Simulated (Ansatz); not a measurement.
# Stretch profile

AlSiH3O (SMILES O=[SiH][AlH2]), closed shell, at its PBE0-D4/def2-TZVP minimum:

```
6
angstrom
O 0.4737 -2.0165 0.9416
Si -0.3504 -1.1896 -0.0461
Al 0.2721 1.1921 -0.0292
H -1.4083 -1.8278 -0.9024
H 1.4468 1.6825 -0.9702
H -0.4338 2.1593 1.0063
```

The bond length Si2–Al3 (2.462 Å at the minimum) is set to the values below, the two halves moving rigidly along the bond. Each method's energies count from its own value at the PBE0-D4 minimum structure. Ansatz 0.2.0; basis: def2-TZVPP; cores frozen in the correlated methods.

CCSD(T) energies along the scan:
```
bond length (Å)  CCSD(T) (kJ/mol)
          2.216              32.6
          2.265              19.9
          2.337               7.5
          2.422               0.8
          2.516               0.9
          2.617               7.6
          2.724              19.8
          2.836              36.3
          2.954              56.2
```
They count from the CCSD(T) energy at the PBE0-D4 minimum.

Minimum and curvature along this coordinate at CCSD(T): A fifth-order fit through the nearest points gives 2.465 Å, with a curvature of about 8.1 eV/Å².

Question: Treat the two halves as rigid bodies and work out the harmonic wavenumber of this stretch from that curvature (ν̃ = 521.5 √(k/μ) cm⁻¹ with k in eV/Å² and μ in u).

Answer: The halves weigh 45.09 and 29.00 u, so μ = 45.09 × 29.00/74.09 = 17.649 u and ν̃ = 521.5 √(8.1/17.649) ≈ 350 cm⁻¹. A true normal mode mixes in other motions, so this is a guide only.

Largest difference from the CCSD(T) curve over the scan: PBE-D4 8.3; r2SCAN-D4 3.0; PBE0-D4 2.3; wB97M-V 4.2 kJ/mol. Each curve counts from its own value at the minimum.

The T1 diagnostic stays at or below 0.023.

For scale, one of the runs: CCSD(T)/def2-TZVPP, 157 basis functions (an equivalent command: `ansatz run in.yaml --threads 2`). Hardware: 2 CPU threads, shared host. Wall time 15 s; peak host memory 0.99 GiB.
